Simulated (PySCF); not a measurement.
Magnetic susceptibility: SMILES [SiH4], H4Si

Molfile (atoms numbered from 1):
```
H4Si
     RDKit          3D

  5  4  0  0  0  0  0  0  0  0999 V2000
   -0.0175    0.0047   -0.0120 Si  0  0  0  0  0  4  0  0  0  0  0  0
   -0.3567    1.2683   -0.7310 H   0  0  0  0  0  0  0  0  0  0  0  0
   -0.7222   -1.1410   -0.6595 H   0  0  0  0  0  0  0  0  0  0  0  0
    1.4570   -0.2204   -0.0711 H   0  0  0  0  0  0  0  0  0  0  0  0
   -0.4479    0.1118    1.4135 H   0  0  0  0  0  0  0  0  0  0  0  0
  1  2  1  0
  1  3  1  0
  1  4  1  0
  1  5  1  0
M  END
```

Computed, not measured: PySCF 2.14.0, GIAO CAM-B3LYP/aug-pcSseg-2 magnetisability, rotational g tensor and spin-rotation constants, non-relativistic, gas phase. Geometry: PBE0-D3(BJ)/def2-SVP.

Question: What are the magnetisability and the molar susceptibility?

Answer: Isotropic -377 × 10⁻³⁰ J/T², or -22.7 × 10⁻⁶ cm³/mol; principal values -377, -377, -377 × 10⁻³⁰ J/T², anisotropy 0 × 10⁻³⁰ J/T² (root of half the summed squared differences of the principal values). The susceptibility is in cgs units.

Question: Split it along the inertial axes a, b, c into diamagnetic and paramagnetic parts about the centre of mass, with the quadrupole moment.

Answer: 
```csv
axis,χ (10⁻⁶ cm³/mol),diamagnetic (10⁻⁶ cm³/mol),paramagnetic (10⁻⁶ cm³/mol),summed x² of all electrons (Å²),quadrupole Θ (D Å)
a,-22.7,-54.8,32.1,6.5,0.00
b,-22.7,-54.8,32.1,6.5,0.00
c,-22.7,-54.8,32.1,6.5,0.00
```
Anisotropies 2χaa − χbb − χcc = 0.0 and 2χbb − χaa − χcc = 0.0 × 10⁻⁶ cm³/mol. Θ is traceless in Buckingham's convention.

Question: And the rotational g tensor?

Answer: 
| axis | rotational constant (GHz) | g | nuclear part | electronic part |
| --- | --- | --- | --- | --- |
| a | 84.3982 | -0.2726 | 0.9997 | -1.2722 |
| b | 84.3722 | -0.2725 | 0.9994 | -1.2718 |
| c | 84.3649 | -0.2724 | 0.9993 | -1.2717 |

Spherical top; isotopes 1H, 28Si; no vibrational averaging.
